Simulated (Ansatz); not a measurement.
Two isomers of C3H6O2: A = `COC1CO1`, B = `COC(C)=O`.

Computed with Ansatz on PBE0-D4/def2-TZVP structures; ΔE is electronic, products minus reactants. CBS: MP2 limit from def2 TZ/QZ plus the TZ coupled-cluster correction, frozen cores. Functionals use def2-TZVPP. Each species was taken in one conformer, which may not be the lowest.

Task: Which is lower in electronic energy at CCSD(T)/CBS, and by how much? (Best estimate.)

Result: The calculation gave: B, by 45.3 kcal/mol.

Task: Give E(B) − E(A) in kcal/mol with ωB97M-V, CCSD/def2-TZVPP, r2SCAN-D4, B2PLYP, PBE-D4, HF/def2-TZVPP, PBE0-D4. (Estimate.)

Result: Ansatz gave: ωB97M-V -45.3, CCSD/def2-TZVPP -45.3, r2SCAN-D4 -46.1, B2PLYP -47.1, PBE-D4 -44.3, HF/def2-TZVPP -49.8, PBE0-D4 -44.0. None reverses the order clearly.

Largest T1 diagnostic: 0.014.

In def2-TZVPP, CCSD(T) changes the Hartree–Fock value by +4.4 kcal/mol (the triples alone add −0.1 kcal/mol) and MP2 by +4.5 kcal/mol.
